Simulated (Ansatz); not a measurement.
# AlH₂O radical (SMILES [O][AlH2]): one structure at several levels

The task here is to estimate one member of a computed series from the others.

The runs use Ansatz 0.2.0, Gaussian basis; single points in def2-TZVPP.

Correlated methods freeze the cores. Orbitals are unrestricted.

### Where the work starts

SMILES `[O][AlH2]`, 4 atoms, charge 0, spin multiplicity 2.

Atoms are counted from 1 here; the program's logs count them from 0.

Bond lengths: O1–Al2 1.609 Å, Al2–H3 1.593 Å, Al2–H4 1.590 Å. Angles: O1–Al2–H3 136.1°, O1–Al2–H4 136.6°, H3–Al2–H4 87.4°.

Geometry (Å):

```xyz
4
AlH2O
O     0.0659   -0.9192    1.5279
Al    0.0189   -0.0932    0.1475
H    -0.9012   -0.0838   -1.1525
H     0.8793    1.0514   -0.5430
```

The first run:

run/in.yaml reads:

```yaml
crystal:
  periodic: [false, false, false]
  atoms:
    - {symbol: O, position_ang: [0.065900, -0.919200, 1.527900]}
    - {symbol: Al, position_ang: [0.018900, -0.093200, 0.147500]}
    - {symbol: H, position_ang: [-0.901200, -0.083800, -1.152500]}
    - {symbol: H, position_ang: [0.879300, 1.051400, -0.543000]}
basis:
  gaussian: {orbitals: def2-TZVPP}
magnetization: {spin_polarized: true, initial_magnetization: 1}
correlation: {method: ccsd_t}
scf: {omitted_lower_state_checks: [cluster_reference]}
output: {forces: true}
```

The command line of these runs was not kept.

Steps of the session up to this table: CCSD(T)/def2-TZVPP; PBE0-D4/def2-TZVPP; wB97M-V/def2-TZVPP; r2SCAN-D4/def2-TZVPP; PBE-D4/def2-TZVPP; HSE06-D4/def2-TZVPP; BHLYP-D4/def2-TZVPP.

One of the session's tables, all rows but one given; the rest of the session is left out.

| method | RMS force component (eV/Å) | angle to CCSD(T) forces (°) | dipole (D) |
| --- | --- | --- | --- |
| CCSD(T) | 1.960 | reference | 0.28 |
| PBE0-D4 | 1.501 | 2.6 | 1.05 |
| wB97M-V | 1.805 | 2.2 | 0.51 |
| r2SCAN-D4 | 1.269 | 4.6 | 1.57 |
| PBE-D4 | ? | ? | ? |
| HSE06-D4 | 1.484 | 2.7 | 1.08 |
| BHLYP-D4 | 1.902 | 4.5 | 0.16 |

Q: Estimate the row for PBE-D4 from the others.

The run gave: RMS force component (eV/Å): 1.132; angle to CCSD(T) forces (°): 10.8; dipole (D): 2.10. In the column «RMS force component (eV/Å)» it is the lowest.
